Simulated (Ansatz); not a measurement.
We consider 2H MoTe2, described by PBE in Ansatz (plane waves, PAW).

Rigid layers of the crystal as relaxed at this level are moved apart or together:

```csv
run,k mesh,layer repeat (Å),energy against free layers (meV/Å²),gap on the mesh (eV)
1,12×12×4,6.68,8.01,0.381
2,12×12×4,6.83,4.01,0.599
3,12×12×4,6.98,1.58,0.719
4,12×12×4,7.18,-0.14,0.865
5,12×12×4,7.48,-1.02,0.970
6,12×12×2,7.98,-1.00,1.047
7,12×12×2,8.98,-0.47,1.068
8,12×12×2,10.98,-0.05,1.075
```

The lowest energy of these points lies at a layer repeat of 7.48 Å.

Spin–orbit coupling is not included.

Note: the cell comes from a level without a dispersion term, which matters for the spacing of layers, chains or molecules.

Ansatz is a program for electronic structure.
